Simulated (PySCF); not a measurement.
# The bond of Si2, level by level

Aim: find the lowest electronic state of Si2, scan its bond at several levels of theory, and get bond length, wavenumber and dissociation energy from each curve.

Method: Si pcseg-1, no relativity; program: PySCF 2.14.0.

**1. Input**

The job is set up so:

* atoms: Si, Si
* charge: 0
* basis: Si pcseg-1
* Hamiltonian: no relativity
* basis functions: 36
* electrons treated: 28
* masses in u: 27.9769, 27.9769
* levels: PBE0, PBE, r²SCAN, LDA, M06-2X, B3LYP, HSE06, HF, MP2, SCS-MP2, CCSD, CCSD(T)
* grid: 80 radial by 434 angular points
* occupations: held fixed by the projection of orbital angular momentum
* dissociation limit: Si + Si, each in its ground configuration
* starting distance in angstrom: 2.230
* values of 2S to try: 0, 2, 4

Launch:

```
$ OMP_NUM_THREADS=1 python dia.py task.json out
```

The runs that follow: First curve: PBE0; Other states along the same grid; PBE; r²SCAN (meta-GGA); LDA; M06-2X; B3LYP; HSE06; UHF (mean field); Adding correlation.

Q: Predict the outcome of this session. Wanted: for each run, Re; ωe; De.

The runs gave:

Lowest PBE0 solution found, without spin–orbit coupling: ³Σg⁻ (triplet), unpaired electrons π ↑↑. State 2 has its PBE0 minimum 0.12 eV higher. State 3 has its PBE0 minimum 0.21 eV higher, as a spin-mixed determinant (⟨S²⟩ = 1.00), so this is no gap between pure states. State 4 has its PBE0 minimum 0.28 eV higher, as a spin-mixed determinant (⟨S²⟩ = 1.02), so this is no gap between pure states. The other levels ran on the lowest alone.

```tsv
level	Re (Å)	ωe (cm⁻¹)	De (eV)
UHF	2.226	565	1.50
UHF-MP2	2.267	504	2.56
UHF-SCS-MP2	2.257	516	2.36
UHF-CCSD	2.265	511	2.48
UHF-CCSD(T)	2.275	497	2.61
LDA	2.292	476	3.85
PBE	2.306	469	3.36
r²SCAN	2.277	495	3.21
B3LYP	2.287	485	3.05
PBE0	2.268	507	3.13
HSE06	2.271	503	3.14
M06-2X	2.249	522	3.28
```

De is counted to Si + Si in their ground configurations.

Differences from CCSD(T) in the same basis:

```tsv
level	Re (mÅ)	ωe (%)
UHF	-50	+13.6
UHF-MP2	-9	+1.3
UHF-SCS-MP2	-18	+3.7
UHF-CCSD	-11	+2.8
LDA	+16	-4.3
PBE	+31	-5.7
r²SCAN	+1	-0.5
B3LYP	+12	-2.4
PBE0	-7	+1.9
HSE06	-4	+1.1
M06-2X	-27	+5.0
```

Against CCSD(T) in the same basis, the bond length is nearest at r²SCAN (+1 mÅ) and farthest at UHF (-50 mÅ); the wavenumber is nearest at r²SCAN (-0.5 %) and farthest at UHF (+13.6 %). Hartree–Fock makes the bond too short and too stiff against this reference, as it mostly does. PBE has the long and soft bond that GGAs tend to give. CCSD(T) in a basis this small is itself some way from its limit, more so than the functionals. Among the levels with a De in the table, it runs from 1.50 eV (UHF) to 3.85 eV (LDA).

Correlated steps freeze 10 core orbitals.
